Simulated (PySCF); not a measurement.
PySCF input for Si(H)4 cation (H4Si), SMILES [SiH4] (connectivity only; charge and spin as stated), charge +1, multiplicity 2, TDA-LC-ωPBE/def2-TZVPD. Geometry: ωB97X-D3(BJ)/def2-TZVPD. A frequency run showed that this geometry is not a minimum. The multiplicity is an assumed one; other spin states were not compared. The isomer is the one that the SMILES or the coordinates give; other isomers of the formula were not compared.

```python
import numpy as np
from pyscf import gto, scf, dft, tdscf

mol = gto.M(
    atom='''
    Si    0.00000000    0.00000000    0.00000000
    H    -1.53151358    0.00000000    0.00000000
    H     0.00000000   -1.53151358    0.00000000
    H     0.00000000    1.53151358    0.00000000
    H     1.53151358    0.00000000    0.00000000
    ''',
    basis='def2-TZVPD',
    charge=1,
    spin=1,
    max_memory=1600,
    verbose=4,
)
mf = dft.UKS(mol, xc='lc_wpbe').density_fit(auxbasis='def2-universal-jkfit')
mf.grids.level = 3
mf.conv_tol = 1e-9
mf.max_cycle = 100
mf.kernel()
fine, coarse = mf.grids, dft.Grids(mol).set(level=1).build(with_non0tab=True)
for _ in range(3):  # follow internal instabilities
    mf.grids = coarse
    mo, _, stable, _ = mf.stability(return_status=True, nroots=4)
    mf.grids = fine
    if stable:
        break
    mf.kernel(mf.make_rdm1(mo, mf.mo_occ))
mf.grids = dft.Grids(mol).set(level=1).build(with_non0tab=True)  # coarser grid for the response kernel
td = tdscf.TDA(mf)
td.nstates = 10
td.conv_tol = 1e-4
td.positive_eig_threshold = 1e-6
td.kernel(x0=td.get_init_guess(mf, 15))
td.analyze()
```

Output:

```
PySCF version 2.14.0

[INPUT] verbose = 4
[INPUT] num. atoms = 5
[INPUT] num. electrons = 17
[INPUT] charge = 1
[INPUT] spin (= nelec alpha-beta = 2S) = 1
[INPUT] symmetry False subgroup None
[INPUT] Mole.unit = angstrom
[INPUT] Symbol           X                Y                Z      unit          X                Y                Z       unit  Magmom
[INPUT]  1 Si     0.000000000000   0.000000000000   0.000000000000 AA    0.000000000000   0.000000000000   0.000000000000 Bohr   0.0
[INPUT]  2 H     -1.531513580000   0.000000000000   0.000000000000 AA   -2.894141222252   0.000000000000   0.000000000000 Bohr   0.0
[INPUT]  3 H      0.000000000000  -1.531513580000   0.000000000000 AA    0.000000000000  -2.894141222252   0.000000000000 Bohr   0.0
[INPUT]  4 H      0.000000000000   1.531513580000   0.000000000000 AA    0.000000000000   2.894141222252   0.000000000000 Bohr   0.0
[INPUT]  5 H      1.531513580000   0.000000000000   0.000000000000 AA    2.894141222252   0.000000000000   0.000000000000 Bohr   0.0

nuclear repulsion = 20.6722556123881
number of shells = 35
number of NR pGTOs = 113
number of NR cGTOs = 79
basis = def2-TZVPD
ecp = {}


[settings echo left out]
init E= -291.366077272455
  alpha nocc = 9  HOMO = -0.216121077655677  LUMO = -0.129391913412142
  beta  nocc = 8  HOMO = -0.45229514630246  LUMO = -0.216121077655675

WARN: HOMO -0.216121077655677 >= LUMO -0.216121077655675

cycle= 1 E= -291.281161035702  delta_E= 0.0849  |g|= 0.226  |ddm|= 0.979
  alpha nocc = 9  HOMO = -0.665243616278625  LUMO = -0.344945494252128
  beta  nocc = 8  HOMO = -0.783312338004522  LUMO = -0.383862176931972
  HOMO = -0.665243616279  LUMO = -0.383862176932  gap/eV = 7.65678
cycle= 2 E= -291.324122060604  delta_E= -0.043  |g|= 0.0999  |ddm|= 0.344
  alpha nocc = 9  HOMO = -0.63956116719768  LUMO = -0.295295358526161
  beta  nocc = 8  HOMO = -0.742059133106764  LUMO = -0.345460304465979
  HOMO = -0.639561167198  LUMO = -0.345460304466  gap/eV = 8.00289
cycle= 3 E= -291.32698264544  delta_E= -0.00286  |g|= 0.0218  |ddm|= 0.158
  alpha nocc = 9  HOMO = -0.633181037889557  LUMO = -0.284685895547755
  beta  nocc = 8  HOMO = -0.730782532686961  LUMO = -0.331181607718367
  HOMO = -0.63318103789  LUMO = -0.331181607718  gap/eV = 8.21782
cycle= 4 E= -291.327420009013  delta_E= -0.000437  |g|= 0.00737  |ddm|= 0.0511
  alpha nocc = 9  HOMO = -0.634488520950011  LUMO = -0.286274545598117
  beta  nocc = 8  HOMO = -0.73062499310009  LUMO = -0.328572802647393
  HOMO = -0.63448852095  LUMO = -0.328572802647  gap/eV = 8.32439
cycle= 5 E= -291.327514363562  delta_E= -9.44e-05  |g|= 0.00233  |ddm|= 0.0196
  alpha nocc = 9  HOMO = -0.635433176362527  LUMO = -0.286883777519062
  beta  nocc = 8  HOMO = -0.730768484766077  LUMO = -0.328131285438074
  HOMO = -0.635433176363  LUMO = -0.328131285438  gap/eV = 8.36211
cycle= 6 E= -291.327525018196  delta_E= -1.07e-05  |g|= 0.000387  |ddm|= 0.0078
  alpha nocc = 9  HOMO = -0.635500150791975  LUMO = -0.286939221791465
  beta  nocc = 8  HOMO = -0.730772726824489  LUMO = -0.328046640448159
  HOMO = -0.635500150792  LUMO = -0.328046640448  gap/eV = 8.36624
cycle= 7 E= -291.327525445699  delta_E= -4.28e-07  |g|= 5.66e-05  |ddm|= 0.00133
  alpha nocc = 9  HOMO = -0.635492641768606  LUMO = -0.286940604083146
  beta  nocc = 8  HOMO = -0.730774279779541  LUMO = -0.328045236618422
  HOMO = -0.635492641769  LUMO = -0.328045236618  gap/eV = 8.36607
cycle= 8 E= -291.327525420468  delta_E= 2.52e-08  |g|= 6.45e-06  |ddm|= 0.0002
  alpha nocc = 9  HOMO = -0.635492154097841  LUMO = -0.286939190233449
  beta  nocc = 8  HOMO = -0.730775430918734  LUMO = -0.328044942663771
  HOMO = -0.635492154098  LUMO = -0.328044942664  gap/eV = 8.36606
cycle= 9 E= -291.327525420526  delta_E= -5.8e-11  |g|= 9.21e-07  |ddm|= 2.34e-05
  alpha nocc = 9  HOMO = -0.635492199741574  LUMO = -0.286939179722992
  beta  nocc = 8  HOMO = -0.730775656471804  LUMO = -0.328045060003692
  HOMO = -0.635492199742  LUMO = -0.328045060004  gap/eV = 8.36606
Extra cycle  E= -291.327525420527  delta_E= -3.41e-13  |g|= 3.27e-07  |ddm|= 2.56e-06
converged SCF energy = -291.327525420527  <S^2> = 0.7687047  2S+1 = 2.018618
tot grids = 16304
uhf_internal: lowest eigs of H = [0.18131362 0.28573189 0.28574024 0.30123547]
<class 'pyscf.df.df_jk.DFUKS'> wavefunction is stable in the internal stability analysis
tot grids = 16304
Overwritten attributes  positive_eig_threshold  of <class 'pyscf.tdscf.uks.TDA'>


******** <class 'pyscf.tdscf.uks.TDA'> for <class 'pyscf.df.df_jk.DFUKS'> ********
nstates = 10
deg_eia_thresh = 1.000e-03
wfnsym = None
conv_tol = 0.0001
eigh lindep = 1e-12
eigh level_shift = 0
eigh max_cycle = 100


Excitation energies (eV)
[2.56985584 4.583369   4.583369   4.77926272 4.77926272 6.47579634
 6.61501044 6.61501044 9.07630058 9.07630059]

** Excitation energies and oscillator strengths **
Excited State   1:      2.56986 eV    482.46 nm  f=0.0000
       9a ->   10a      0.99235
Excited State   2:      4.58337 eV    270.51 nm  f=0.0000
       7a ->   10a      0.10318
       8a ->   10a      0.17889
       7b ->   10b      0.15108
       8b ->   10b     -0.95636
Excited State   3:      4.58337 eV    270.51 nm  f=0.0000
       7a ->   10a      0.17889
       8a ->   10a     -0.10318
       7b ->   10b     -0.95636
       8b ->   10b     -0.15108
Excited State   4:      4.77926 eV    259.42 nm  f=0.1311
       8a ->   11a     -0.13511
       9a ->   21a      0.11115
       7b ->    9b     -0.63540
       8b ->    9b     -0.72878
Excited State   5:      4.77926 eV    259.42 nm  f=0.1311
       7a ->   11a      0.13511
       9a ->   20a     -0.11115
       7b ->    9b     -0.72878
       8b ->    9b      0.63540
Excited State   6:      6.47580 eV    191.46 nm  f=0.0000
       9a ->   11a      0.94982
       9a ->   12a      0.10176
       9a ->   19a      0.11448
       6b ->    9b     -0.22061
Excited State   7:      6.61501 eV    187.43 nm  f=0.0000
       7a ->   10a      0.46441
       8a ->   10a     -0.83839
       9a ->   14a      0.12766
       7b ->   10b      0.20353
Excited State   8:      6.61501 eV    187.43 nm  f=0.0000
       7a ->   10a      0.83839
       8a ->   10a      0.46441
       9a ->   15a      0.12766
       8b ->   10b      0.20353
Excited State   9:      9.07630 eV    136.60 nm  f=0.0006
       7a ->   11a      0.15515
       8a ->   11a     -0.35285
       9a ->   17a     -0.12565
       9a ->   21a      0.14229
       7b ->   11b      0.74507
       7b ->   12b     -0.17488
       7b ->   19b     -0.14349
       8b ->   11b     -0.38478
Excited State  10:      9.07630 eV    136.60 nm  f=0.0006
       7a ->   11a      0.35285
       8a ->   11a      0.15514
       9a ->   16a      0.12565
       9a ->   20a     -0.14229
       7b ->   11b      0.38478
       8b ->   11b      0.74507
       8b ->   12b     -0.17488
       8b ->   19b     -0.14349

** Transition electric dipole moments (AU) **
state          X           Y           Z        Dip. S.      Osc.
  1        -0.0000     -0.0000      0.0000      0.0000      0.0000
  2         0.0000     -0.0000      0.0000      0.0000      0.0000
  3         0.0000     -0.0000      0.0000      0.0000      0.0000
  4        -0.6534      0.8323      0.0000      1.1195      0.1311
  5         0.8323      0.6534      0.0000      1.1195      0.1311
  6         0.0000     -0.0000     -0.0000      0.0000      0.0000
  7         0.0000      0.0000      0.0000      0.0000      0.0000
  8        -0.0000      0.0000      0.0000      0.0000      0.0000
  9        -0.0333      0.0425      0.0000      0.0029      0.0006
 10         0.0425      0.0333      0.0000      0.0029      0.0006

** Transition velocity dipole moments (imaginary part, AU) **
state          X           Y           Z        Dip. S.      Osc.
  1        -0.0000      0.0000      0.0000      0.0000      0.0000
  2         0.0000      0.0000      0.0000      0.0000      0.0000
  3         0.0000      0.0000      0.0000      0.0000      0.0000
  4        -0.0299      0.0381      0.0000      0.0023      0.0089
  5         0.0381      0.0299      0.0000      0.0023      0.0089
  6         0.0000     -0.0000     -0.0000      0.0000      0.0000
  7        -0.0000     -0.0000      0.0000      0.0000      0.0000
  8         0.0000      0.0000      0.0000      0.0000      0.0000
  9        -0.0202      0.0258      0.0000      0.0011      0.0022
 10         0.0258      0.0202      0.0000      0.0011      0.0022

** Transition magnetic dipole moments (imaginary part, AU) **
state          X           Y           Z
  1        -0.0000     -0.0000      0.0000
  2         0.0209     -0.6640      0.0000
  3         0.6640      0.0209     -0.0000
  4         0.0000     -0.0000     -0.0000
  5        -0.0000      0.0000      0.0000
  6        -0.0000      0.0000     -0.0000
  7        -1.0626     -0.6860     -0.0000
  8        -0.6860      1.0626      0.0000
  9         0.0000     -0.0000     -0.0000
 10        -0.0000     -0.0000      0.0000
```

The run converged.

Cost: roughly 17 core-seconds.
